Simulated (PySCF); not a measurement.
System (SMILES): FOF.
Geometry (B3LYP-D3(BJ)/def2-TZVP, fixed):
```xyz
3

F      0.0392     1.1006    -0.2795
O     -0.0196     0.0082     0.5973
F     -0.0218    -1.1078    -0.2514
```
Charge 0, spin multiplicity 1.

Basis-set convergence of the isotropic shielding of O2 at PBE with PySCF. GIAO, no density fitting; atoms are numbered in the order shown. All functions are spherical. No added dispersion term, no relativity. Reference: the value in pcseg-3, -619.42 ppm, itself unsure by roughly 0.51 ppm (its distance from pcSseg-2). Deviations are taken from unrounded values.

```tsv
basis	functions	isotropic shielding of O2 (ppm)	minus reference (ppm)
aug-cc-pVDZ	69	-555.47	63.95
def2-TZVPP	93	-593.97	25.46
jun-cc-pV(T+d)Z	117	-588.60	30.82
cc-pCVTZ	129	-591.08	28.34
aug-cc-pVTZ	138	-586.40	33.02
def2-QZVPP	171	-607.56	11.86
```

Of the sets listed that have larger relatives (same family, alike in diffuse functions), none stays within 10 ppm of the reference together with them.
